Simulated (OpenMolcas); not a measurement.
**One shape, several levels: BPH4 (SMILES BP)**

Wanted: a comparison of 6 runs (HF/STO-3G, B3LYP/STO-3G, M06-2X/STO-3G, SVWN5/STO-3G, MP2/STO-3G, CCSD(T)/STO-3G) of BPH4. 

Program for the calculation: OpenMolcas 26.06.

### Step 1. Starting point

BPH4: 6 atoms, total charge 0, spin state singlet. As SMILES, `BP`. The B1–H3 distance was set to 1.461 Å, away from the relaxed value.

Bond lengths: B1–P2 1.841 Å, B1–H4 1.169 Å, P2–H5 1.378 Å, P2–H6 1.378 Å. Angles: B1–P2–H5 103.7°, B1–P2–H6 103.7°, P2–B1–H4 119.5°, H5–P2–H6 96.8°. A long bond or contact: B1–H3 1.461 Å.

### Step 2. The energy at HF/STO-3G (run 1)

Contents of calc.inp:

```
&GATEWAY
 BasLib=$CurrDir
 BasisSet
 B.STO-3G....
 B1 0.197666 -0.747167 -0.062111 angstrom
 End of Basis
 BasisSet
 P.STO-3G....
 P2 0.573746 1.049563 0.078639 angstrom
 End of Basis
 BasisSet
 H.STO-3G....
 H3 -0.777460 -1.351190 0.842930 angstrom
 H4 0.854236 -1.420077 -0.756921 angstrom
 H5 0.794116 1.439843 -1.224711 angstrom
 H6 -0.667264 1.632993 0.217219 angstrom
 End of Basis

&SEWARD

&SCF
 Thresholds=1e-10 1e-07 1e-07 1e-05
 PrOrbitals=1 1
```

The basis set STO-3G is read from a file made from the Basis Set Exchange's data (not shown).

Started as:

```sh
$ export MOLCAS_MEM=1860
$ pymolcas calc.inp > calc.log
```

Standard output:

```text
--- Start Module: gateway ---
[...]
--- Stop Module: gateway /rc=_RC_ALL_IS_WELL_ ---
--- Start Module: seward ---
[...]
      Basis functions           18
--- Stop Module: seward /rc=_RC_ALL_IS_WELL_ ---
--- Start Module: scf ---
[...]
       Convergence after  11 Iterations
[...]
::    Total SCF energy                               -363.5462420937
[...]
      Total spin, S                                     0.0000000000
[...]
      Total electronic charge=   24.000000
      Total            charge=   -0.000000
[...]
      Dipole Moment (debye):
      Origin of the operator (angstrom)=    0.4380    0.5343    0.0179
                   X= -3.0286E-01               Y=  3.9997E-01               Z= -6.1216E-01           Total=  7.9148E-01
      Quadrupole Moment (debye*angstrom):
[...]
--- Stop Module: scf /rc=_RC_ALL_IS_WELL_ ---
[...]
```

Run time: 2 s. Hardware: 1 thread of Intel Xeon Platinum 8259CL at 2.50GHz (Skylake/Cascade Lake), shared host; peak memory 0.37 GiB.

### Step 3. The energy at B3LYP/STO-3G (run 2)

Contents of calc.input:

```
* BH4P Kohn-Sham DFT
&gateway
baslib
$CurrDir
basisset
B.STO-3G....
B1 0.197666 -0.747167 -0.062111 angstrom
End of Basis
basisset
P.STO-3G....
P2 0.573746 1.049563 0.078639 angstrom
End of Basis
basisset
H.STO-3G....
H3 -0.777460 -1.351190 0.842930 angstrom
H4 0.854236 -1.420077 -0.756921 angstrom
H5 0.794116 1.439843 -1.224711 angstrom
H6 -0.667264 1.632993 0.217219 angstrom
End of Basis
&seward
gridinput
Grid=UltraFine
End of Grid
&scf
ksdft
B3LYP
thresholds
1e-10 1e-07 1e-07 1e-05
prorbitals
1 1
```

The basis set STO-3G is read from a file made from the Basis Set Exchange's data (not shown).

Started as:

```sh
$ export MOLCAS_MEM=1860
$ pymolcas calc.input > calc.log
```

Standard output:

```text
--- Start Module: gateway ---
[...]
--- Stop Module: gateway /rc=_RC_ALL_IS_WELL_ ---
--- Start Module: seward ---
[...]
      Basis functions           18
--- Stop Module: seward /rc=_RC_ALL_IS_WELL_ ---
--- Start Module: scf ---
[...]
       Convergence after  11 Iterations
[...]
::    Total KS-DFT energy                            -364.3781331781
[...]
      Total spin, S                                     0.0000000000
[...]
      Total electronic charge=   24.000000
      Total            charge=   -0.000000
[...]
      Dipole Moment (debye):
      Origin of the operator (angstrom)=    0.4380    0.5343    0.0179
                   X= -1.3158E-01               Y=  1.0668E+00               Z= -5.1693E-01           Total=  1.1927E+00
      Quadrupole Moment (debye*angstrom):
[...]
--- Stop Module: scf /rc=_RC_ALL_IS_WELL_ ---
[...]
```

Wall time 6 s (1 thread of Intel Xeon Platinum 8259CL at 2.50GHz (Skylake/Cascade Lake), shared host); peak memory 0.37 GiB.

Runs 3 to 5 aren't shown in full; the table further down has their settings and results.

### Step 4. The energy at CCSD(T)/STO-3G (run 6)

Contents of calc.input:

```
>>> EXPORT MOLCAS_PRINT=2

&gateway
  baslib=$CurrDir
  basisset
  B.STO-3G....
  B1 0.197666 -0.747167 -0.062111 angstrom
  End of Basis
  basisset
  P.STO-3G....
  P2 0.573746 1.049563 0.078639 angstrom
  End of Basis
  basisset
  H.STO-3G....
  H3 -0.777460 -1.351190 0.842930 angstrom
  H4 0.854236 -1.420077 -0.756921 angstrom
  H5 0.794116 1.439843 -1.224711 angstrom
  H6 -0.667264 1.632993 0.217219 angstrom
  End of Basis

&seward

&scf
  thresholds=1e-10 1e-07 1e-07 1e-05
  prorbitals=1 1

&rasscf
  fileorb=$Project.ScfOrb
  spin=1
  nactel=0 0 0
  inactive=12
  ras2=0
  outorbitals=Canonical
  orblisting=Nothing

&motra
  jobiph
  frozen=6

&ccsdt
  cct
  triples=2
  iterations=80
  accuracy=1e-08
  extrapolation=5 4
```

The basis set STO-3G is read from a file made from the Basis Set Exchange's data (not shown).

Started as:

```sh
$ export MOLCAS_MEM=1860
$ pymolcas calc.input > calc.log
```

Standard output:

```text
--- Start Module: gateway ---
[...]
--- Stop Module: gateway /rc=_RC_ALL_IS_WELL_ ---
[...]
      Basis functions           18
[...]
       Convergence after  11 Iterations
[...]
::    Total SCF energy                               -363.5462420937
[...]
      Total spin, S                                     0.0000000000
[...]
      Number of active orbitals                  0
[...]
      Spin quantum number                      0.0
[...]
      Active orbitals                            0
[...]
      Number of CSFs                             1
[...]
      Number of root(s) required                 1
[...]
      Convergence after  4 iterations
[...]
      Natural orbitals and occupation numbers for root  1
      ************************************************************************************************************************
      *                                                    Final results                                                     *
      ************************************************************************************************************************
[...]
::    RASSCF root number  1 Total energy:   -363.54624209
[...]
      Total electronic charge=   24.000000
      Total            charge=   -0.000000
[...]
      Dipole Moment (debye):
      Origin of the operator (angstrom)=    0.4380    0.5343    0.0179
                   X= -3.0286E-01               Y=  3.9997E-01               Z= -6.1216E-01           Total=  7.9148E-01
      Quadrupole Moment (debye*angstrom):
[...]
--- Start Module: motra ---
[...]
      *** WARNING: Default frozen orbitals is overwritten by user input.
      *** Default values:   6
[...]
--- Stop Module: motra /rc=_RC_ALL_IS_WELL_ ---
--- Start Module: ccsdt ---
[...]
      Convergence after                    14  Iterations
      Total energy (diff) :    -363.65831067      -0.00000001
[...]
 METHOD                       : CCSD+T(CCSD)+<T3(1)WT1> = CCSD(T)
[...]
       CCSD     =      -363.6583106661205
[...]
--- Stop Module: ccsdt /rc=_RC_ALL_IS_WELL_ ---
[...]
```

It took 2.8 s on 1 thread of Intel Xeon Platinum 8259CL at 2.50GHz (Skylake/Cascade Lake), shared host; peak memory 0.37 GiB.

### Step 5. The series

| run | level | integration grid | frozen core orbitals | energy (Eh) | dipole moment (D) of the reference | HOMO energy (eV) | LUMO energy (eV) | wall time |
| --- | --- | --- | --- | --- | --- | --- | --- | --- |
| 1 | HF/STO-3G | – | – | -363.546242 | 0.79 | -7.54 | 6.65 | 2 s |
| 2 | B3LYP/STO-3G | UltraFine | – | -364.378133 | 1.19 | -4.73 | 1.53 | 6 s |
| 3 | M06-2X/STO-3G | UltraFine | – | -364.366340 | 1.04 | -5.98 | 2.86 | 6.9 s |
| 4 | SVWN5/STO-3G | UltraFine | – | -362.741448 | 1.50 | -3.68 | 0.66 | 5.4 s |
| 5 | MP2/STO-3G | – | 6 | -363.624695 | 0.79 | -7.54 | 6.65 | 2.2 s |
| 6 | CCSD(T)/STO-3G | – | 6 | -363.659894 | 0.79 | -7.54 | 6.65 | 2.8 s |

### Step 6. Outcome

| quantity | value |
| --- | --- |
| run 6: total energy | -363.65989 Eh |
| run 6: dipole moment (mean-field density) | 0.79 D |
| run 6: HOMO energy (Hartree–Fock orbitals) | -7.54 eV |
| run 6: LUMO energy (Hartree–Fock orbitals) | 6.65 eV |
| run 6: HOMO–LUMO gap (Hartree–Fock orbitals) | 14.19 eV |
| run 6: correlation energy (6 core orbitals frozen) | -113.7 mEh |
| run 6: (T) correction | -1.58 mEh |

Below the HF energy at the same shape and in the same basis (STO-3G): MP2 -78.5 mEh; CCSD(T) -113.7 mEh. Over runs 1, 2, 3, 4 the dipole moment (its size) runs from 0.79 D (HF/STO-3G) to 1.50 D (SVWN5/STO-3G). Over runs 1, 2, 3, 4 the HOMO–LUMO gap runs from 4.34 eV (SVWN5/STO-3G) to 14.19 eV (HF/STO-3G). Exact exchange widens orbital gaps. Totals of different functionals can't be ranked against each other. In runs 1, 2, 3, 4, 5, 6 the basis is minimal, so the values are rough. All runs together took 25 s, the longest 6.9 s.
